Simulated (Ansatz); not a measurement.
# C₂H₂FNO: basis-set convergence

How large a basis does C₂H₂FNO need? Two functionals are run in growing sets.

Program: Ansatz 0.2.0, Gaussian basis. Level of theory: one geometry, several basis sets. These are calculated values, not measurements.

The runs, in order: PBE0-D4/def2-SVP; ωB97M-V/def2-SVP; PBE0-D4/def2-QZVPP; ωB97M-V/def2-QZVPP; the functionals' def2-TZVPP values are taken from earlier runs.

### 1 The geometry

All runs share one geometry, relaxed beforehand with PBE0-D4 in a triple-zeta def2 set.

7 atoms, charge 0, spin multiplicity 1.

Atoms are counted from 1 here; the program's logs count them from 0.

Bond lengths: N1–C2 1.368 Å, N1–H6 1.010 Å, N1–H7 1.010 Å, C2–F3 1.366 Å, C2–C4 1.318 Å, C4–O5 1.160 Å. Angles: C2–N1–H6 116.4°, C2–N1–H7 116.4°, H6–N1–H7 112.7°, N1–C2–F3 121.3°, N1–C2–C4 120.9°, F3–C2–C4 117.8°, C2–C4–O5 178.6°.

Coordinates:

```xyz
7
charge 0, multiplicity 1
N     0.6826   -0.0287    0.7987
C    -0.3310   -0.1852   -0.1066
F    -1.3656   -1.0460    0.1281
C    -0.3398    0.4925   -1.2371
O    -0.3227    1.1015   -2.2244
H     0.4394    0.4171    1.6717
H     1.2983   -0.8193    0.9239
```

### 2 PBE0-D4 in def2-SVP

The input, in.yaml:

```yaml
crystal:
  periodic: [false, false, false]
  atoms:
    - {symbol: N, position_ang: [0.682569, -0.028660, 0.798708]}
    - {symbol: C, position_ang: [-0.331024, -0.185198, -0.106576]}
    - {symbol: F, position_ang: [-1.365588, -1.045955, 0.128129]}
    - {symbol: C, position_ang: [-0.339776, 0.492488, -1.237067]}
    - {symbol: O, position_ang: [-0.322739, 1.101497, -2.224429]}
    - {symbol: H, position_ang: [0.439445, 0.417083, 1.671665]}
    - {symbol: H, position_ang: [1.298314, -0.819256, 0.923870]}
basis:
  gaussian: {orbitals: def2-SVP}
hamiltonian: {xc: pbe0, dispersion: d4}
output: {orbitals: {seedname: orbitals}}
```

Started as:

```bash
> ansatz run in.yaml --threads 2 --pin off --events-out ev --progress --plain --max-ram 4352MiB
```

After this run come: ωB97M-V in def2-SVP; PBE0-D4 in def2-QZVPP; ωB97M-V in def2-QZVPP.

Before running them: what should the planned runs give, taken together? Wanted: PBE0-D4: double and triple zeta above quadruple; ωB97M-V: double and triple zeta above quadruple.

The runs gave:

| quantity | value |
| --- | --- |
| PBE0-D4: double and triple zeta above quadruple | 10.30, 0.44 eV |
| ωB97M-V: double and triple zeta above quadruple | 10.53, 0.41 eV |

**Reading.** For PBE0-D4 the step from double to triple zeta gains 9.85 eV and the next only 0.44 eV. These are total energies; as a rule much of such shifts cancels in differences, which this series doesn't test.
